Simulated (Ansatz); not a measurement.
We consider cubic perovskite KTaO3, described by PBE+SOC in Ansatz (plane waves, PAW).

Settings: plane-wave cutoff 520 eV, 8×8×8 k mesh, Fermi–Dirac smearing 0.01 eV, PAW data made under PBE.

Cell (relaxed at this level):

```xyz
5
Lattice="4.0232 0.0000 0.0000 0.0000 4.0232 0.0000 0.0000 0.0000 4.0232" Properties=species:S:1:pos:R:3 pbc="T T T"
K      0.0000     0.0000     0.0000
Ta     2.0116     2.0116     2.0116
O      2.0116     0.0000     2.0116
O      0.0000     2.0116     2.0116
O      2.0116     2.0116     0.0000
```

**Question.** Predict the bulk modulus B0, band gap, smallest direct gap on the k points sampled and pressure derivative B′ of the bulk modulus.

**Answer.** 
* **bulk modulus B0**: 188 GPa
* **band gap**: 2.02 eV (indirect)
* **smallest direct gap on the k points sampled**: 2.59 eV
* **pressure derivative B′ of the bulk modulus**: 4.5

Measured, for comparison: band gap 3.64 eV (temperature not stated, not corrected to a static lattice, indirect; as tabulated in Himmetoglu and Janotti (2016), arXiv:1601.06205); bulk modulus 220 GPa (temperature not stated, not corrected to a static lattice; as tabulated in Tinte et al. (1998), arXiv:cond-mat/9809379). Computed (rounded) less measured: band gap -1.62 eV, bulk modulus -15 %.

Static lattice: no zero-point or thermal effects.

Ansatz is a quantum-chemistry and plane-wave program.
